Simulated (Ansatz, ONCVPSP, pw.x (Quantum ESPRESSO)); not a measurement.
pw.x on bcc Pt: one setting changed

Potential: optimised norm-conserving Vanderbilt (ONCV), ONCVPSP 4.0.1.1 (patched build), PBEsol; core [Kr] 4d10 4f14, reference 5s2 5p6 5d9 6s1; waves: 5s+6s: rc 1.65 bohr, ncon 3, nbas 6, qcut 7.5 1/bohr, 2 projectors; 5p: rc 1.50 bohr, ncon 3, nbas 7, qcut 7.1 1/bohr, 2 projectors, debl 2.5 Ha; 5d: rc 1.90 bohr, ncon 5, nbas 9, qcut 7.7 1/bohr, 2 projectors, debl 3.7 Ha; local part: polynomial inside 1.05 bohr (lpopt 5, dvloc0 -1 Ha); core correction: Teter function, fcfact 1.5, rcfact 1.45.

The reference run (k-mesh 15³, cutoffs 55/220 Ry, Fermi–Dirac 0.01 Ry, mixing_beta 0.4, conv_thr 1e-9, no spin) gives -4.56 GPa at 15.303 Å³/atom, where all-electron LAPW gives -1.52 GPa. This run, with its own iteration cap, changes k-mesh points per axis to 3.

```
&control
  calculation='scf', prefix='x', pseudo_dir='./', outdir='./tmp', tstress=.true., disk_io='none'
/
&system
  ibrav=0, nat=1, ntyp=1, ecutwfc=55, ecutrho=220, nbnd=17,
  occupations='smearing', smearing='fd', degauss=0.01
/
&electrons
  conv_thr=1e-09, mixing_beta=0.4, electron_maxstep=60
/
ATOMIC_SPECIES
Pt 1.0 Pt.UPF
CELL_PARAMETERS angstrom
  -1.56400761 1.56400761 1.56400761
  1.56400761 -1.56400761 1.56400761
  1.56400761 1.56400761 -1.56400761
ATOMIC_POSITIONS crystal
Pt 0.0000 0.0000 0.0000
K_POINTS automatic
3 3 3 0 0 0
```

```bash
pw.x < Pt.scf.in > Pt.scf.out
```

Question: How does the run end?

Answer: It converges in 8 iterations; the free energy moves by +710.4 meV/atom and the pressure by +14.00 GPa.

```
Message from routine setup:
     using ibrav=0 with symmetry is DISCOURAGED, use correct ibrav instead
     lattice parameter (alat)  =       5.1192  a.u.
     unit-cell volume          =     103.2698 (a.u.)^3
     number of electrons       =        18.00
     number of Kohn-Sham states=           17
     kinetic-energy cutoff     =      55.0000  Ry
     charge density cutoff     =     220.0000  Ry
     scf convergence threshold =      1.0E-09
     Exchange-correlation= PBESOL
     number of k points=     4  Fermi-Dirac smearing, width (Ry)=  0.0100
     iteration #  1     ecut=    55.00 Ry     beta= 0.40
     total energy              =    -247.35484505 Ry
     estimated scf accuracy    <       0.07811934 Ry
     iteration #  2     ecut=    55.00 Ry     beta= 0.40
     total energy              =    -247.36415598 Ry
     estimated scf accuracy    <       0.00399812 Ry
     iteration #  3     ecut=    55.00 Ry     beta= 0.40
     total energy              =    -247.36430525 Ry
     estimated scf accuracy    <       0.00067993 Ry
     [... 2 iterations left out ...]
     iteration #  6     ecut=    55.00 Ry     beta= 0.40
     total energy              =    -247.36436333 Ry
     estimated scf accuracy    <       0.00000002 Ry
     iteration #  7     ecut=    55.00 Ry     beta= 0.40
     total energy              =    -247.36436334 Ry
     estimated scf accuracy    <       0.00000001 Ry
     iteration #  8     ecut=    55.00 Ry     beta= 0.40
     the Fermi energy is    22.0113 ev
!    total energy              =    -247.36436334 Ry
     estimated scf accuracy    <          2.8E-11 Ry
     smearing contrib. (-TS)   =      -0.01626097 Ry
     The total energy is F=E-TS. E is the sum of the following terms:
     one-electron contribution =     -57.02052196 Ry
     hartree contribution      =      39.44624220 Ry
     xc contribution           =     -30.29940705 Ry
     ewald contribution        =    -199.47441556 Ry
     convergence has been achieved in   8 iterations
          total   stress  (Ry/bohr**3)                   (kbar)     P=       94.37
     Message from routine punch:
     Nothing written, as per user request (disk_io='none')
```

The run took about 1.3 s on one core of a shared host (Neoverse-N1, 64 threads, 124 GiB, load 51).
